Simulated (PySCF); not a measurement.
## How methods differ on the electron affinity of C

C- [He] 2s2 2p3 (4S) → C [He] 2s2 2p2 (3P), as a difference of total energies. Calculation: PySCF 2.14, in x2c-QZVPPall with one added diffuse shell each of s, p, d, f type (8s5p4d3f1g, 73 functions); scalar relativity by spin-free X2C-1e. Correlated levels: valence and next inner shell: nothing frozen. The calculations carry no spin-orbit coupling.

```csv
method,electron affinity (eV),error (eV)
UHF,0.448,-0.814
MP2 (valence and next inner shell),1.283,+0.021
SCS-MP2 (valence and next inner shell),0.986,-0.276
CCSD (valence and next inner shell),1.162,-0.100
CCSD(T) (valence and next inner shell),1.236,-0.026
```

Reference: 1.262 eV (measured; photodetachment measurements, as compiled on the Wikipedia data page of electron affinities).

Errors of the correlated levels include the incompleteness of this basis.
